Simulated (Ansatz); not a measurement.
# How far each method lies from UCCSDT(Q) for PH⁺, quartet

Geometry: that of the PH⁺, doublet, kept fixed. The doublet lies 1.7 eV lower here.

```yaml
atoms:
  - { symbol: P, position_ang: [0.0000, 0.0000, 0.0000] }
  - { symbol: H, position_ang: [0.0000, 0.0000, 1.4342] }
```

Basis cc-pVQZ; Ansatz 0.2.0. Correlated methods freeze the noble-gas cores, which leaves 5 electrons in 84 orbitals. Prefix R: restricted or restricted open-shell reference; prefix U: unrestricted. Active spaces: valence = (5e, 5o) chosen from the atoms' valence shells.

Full CI isn't at hand for all of this; UCCSDT(Q) serves as the reference, and is uncertain by about the last step of the cluster series. The frozen core follows each run's orbitals, which can shift R against U totals by a few meV.

- UHF ⟨S²⟩: 3.754
- T1 diagnostic (RCCSD): 0.0348
- largest doubles amplitude (RCCSD): 0.073
- T1 diagnostic (UCCSD): 0.0307

```
                   level  E − E(UCCSDT(Q)) (kcal/mol)  share of correlation (%)     wall time
                     RHF                        64.47                      0.00             –
                     UHF                        63.38                      1.70             –
                    RMP2                        14.72                     77.17             –
                    UMP2                        14.68                     77.23             –
                   RCCSD                         2.99                     95.36             –
                   UCCSD                         2.89                     95.51             –
                RCCSD(T)                         0.62                     99.04         2.2 s
                UCCSD(T)                         0.56                     99.13         2.6 s
                 BCCD(T)                         0.62                     99.04  3.7 s (H100)
                  RCCSDT                         0.13                     99.81             –
                  UCCSDT                         0.06                     99.91             –
               RCCSDT(Q)                         0.07                     99.90  3.4 s (H100)
  CASSCF (valence space)                        52.20                     19.02             –
  NEVPT2 (valence space)                        13.38                     79.25         2.5 s
  MRCISD (valence space)                         3.49                     94.58             –
MRCISD+Q (valence space)                         1.34                     97.92  2.1 s (H100)
```

The correlation energy at UCCSDT(Q), counted from RHF, is -2.796 eV. That run took 3 s on 2 threads of AMD EPYC 7R13 with a shared H100 80 GB, shared host.

Times hold each run's SCF and search for its determinant on a shared host, so for small cases they say little of a method's own cost; rows without a card ran on 1 thread of AMD EPYC 7R13.

Natural occupations of CASSCF (valence space) about the gap: 1.973 1.001 1.000 1.000 0.026; effectively unpaired electrons, Σ n²(2−n)², 3.01.
